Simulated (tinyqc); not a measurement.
Worked calculation: extended Hueckel theory, for N2. One step of it, computed by the program tinyqc.

Problem. Mulliken analysis. P = C n C^T; charge = valence electrons (N 5) minus the sum of (P S)_ii on the atom; overlap population = 2 sum P_ij S_ij between two atoms.

coefficients, order 1N 2s, 1N 2px, 1N 2py, 1N 2pz, 2N 2s, 2N 2px, 2N 2py, 2N 2pz:
$$\begin{pmatrix}
0.558214 & -0.483427 & 0.000000 & 0.000000 & -0.262648 & 0.000000 & 0.000000 & 1.376312 \\
0.000000 & 0.000000 & 0.597162 & -0.169156 & 0.000000 & 0.331377 & 0.776153 & 0.000000 \\
0.000000 & 0.000000 & 0.169156 & 0.597162 & 0.000000 & 0.776153 & -0.331377 & 0.000000 \\
0.071004 & 0.487612 & 0.000000 & 0.000000 & 0.648397 & 0.000000 & 0.000000 & 1.187388 \\
0.558214 & 0.483427 & 0.000000 & 0.000000 & -0.262648 & 0.000000 & 0.000000 & -1.376312 \\
0.000000 & 0.000000 & 0.597162 & -0.169156 & 0.000000 & -0.331377 & -0.776153 & 0.000000 \\
0.000000 & 0.000000 & 0.169156 & 0.597162 & 0.000000 & -0.776153 & 0.331377 & 0.000000 \\
-0.071004 & 0.487612 & 0.000000 & 0.000000 & -0.648397 & 0.000000 & 0.000000 & 1.187388
\end{pmatrix}$$

occupations: [2.000000, 2.000000, 2.000000, 2.000000, 2.000000, 0.000000, 0.000000, 0.000000]

overlap S, order 1N 2s, 1N 2px, 1N 2py, 1N 2pz, 2N 2s, 2N 2px, 2N 2py, 2N 2pz:
$$\begin{pmatrix}
1.000000 & 0.000000 & 0.000000 & 0.000000 & 0.468611 & 0.000000 & 0.000000 & -0.451030 \\
0.000000 & 1.000000 & 0.000000 & 0.000000 & 0.000000 & 0.297973 & 0.000000 & 0.000000 \\
0.000000 & 0.000000 & 1.000000 & 0.000000 & 0.000000 & 0.000000 & 0.297973 & 0.000000 \\
0.000000 & 0.000000 & 0.000000 & 1.000000 & 0.451030 & 0.000000 & 0.000000 & -0.313714 \\
0.468611 & 0.000000 & 0.000000 & 0.451030 & 1.000000 & 0.000000 & 0.000000 & 0.000000 \\
0.000000 & 0.297973 & 0.000000 & 0.000000 & 0.000000 & 1.000000 & 0.000000 & 0.000000 \\
0.000000 & 0.000000 & 0.297973 & 0.000000 & 0.000000 & 0.000000 & 1.000000 & 0.000000 \\
-0.451030 & 0.000000 & 0.000000 & -0.313714 & 0.000000 & 0.000000 & 0.000000 & 1.000000
\end{pmatrix}$$

Give: charges; Overlap populations.

Solution.

charges: 1N 0.0000, 2N 0.0000

Overlap populations:
```
pair     value
2-1   1.808214
```
